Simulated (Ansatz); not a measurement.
```yaml
crystal:
  periodic: [false, false, false]
  atoms:
    - {symbol: As, position_ang: [0.000000, 0.000000, 0.000000]}
    - {symbol: Br, position_ang: [0.000000, 0.000000, 2.222700]}
basis:
  gaussian: {orbitals: def2-TZVP}
hamiltonian: {xc: pbe0}
relax: {f_tol: 0.004, max_steps: 80}
```

```sh
$ ansatz run in.yaml --threads 1 --pin off --events-out ev --progress --plain --max-ram 2176MiB
```

Steps of the relaxation (energy above the last step; positions in Å, forces in eV/Å):

```
2
step 1, 23.3 meV
As    0.000    0.000    0.000    0.000    0.000   -0.914
Br    0.000    0.000    2.223    0.000    0.000    0.914
```

```
2
step 2, 0.0 meV
As    0.000    0.000   -0.027    0.000    0.000    0.027
Br    0.000    0.000    2.250    0.000    0.000   -0.027
```

```
2
step 3, 0.0 meV
As    0.000    0.000   -0.027    0.000    0.000    0.001
Br    0.000    0.000    2.249    0.000    0.000   -0.001
```

Close pairs at the end: As1–Br2 2.276 Å.

A stationary point of restricted PBE0 after 3 steps (its stability towards spin polarisation wasn't tested). 8 s on 1 thread of Intel Xeon 6975P-C, shared host.
